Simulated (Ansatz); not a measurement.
**SiH3F (SiFH3): the electronic atomisation energy, rung by rung**

The species is SiH3F (5 atoms), meant as a singlet with charge 0. As SMILES, `[H][Si]([H])([H])F`. Geometry: relaxed at GFN2-xTB.

Each level gives the electronic atomisation energy (eV). The values are calculated. Electronic energies at fixed atoms, without zero-point motion or spin-orbit coupling.

```csv
level,kind,program,value (eV),less FCI/STO-3G
HF/STO-3G,Hartree–Fock,Ansatz,14.53,-1.75
BLYP/STO-3G,GGA,Ansatz,19.48,+3.20
revPBE/STO-3G,GGA,Ansatz,19.02,+2.74
PBE0/STO-3G,global hybrid,Ansatz,18.81,+2.53
HSE06/STO-3G,range-separated hybrid,Ansatz,18.83,+2.55
B2PLYP/STO-3G,double hybrid,Ansatz,18.01,+1.73
RPA@PBE/STO-3G,RPA,Ansatz,15.57,-0.71
CCSDT/STO-3G,coupled cluster or CI,Ansatz,16.28,0.00
FCI/STO-3G,exact in the basis,Ansatz,16.28,0.00
```

FCI/STO-3G is exact within its basis and frozen core, so for wave-function methods in that basis the difference is their error; functionals converge differently with the basis, so for them it is only a difference. The values span 14.53 to 19.48 eV. All rows use very small basis sets, so even the best lies far from the true value.
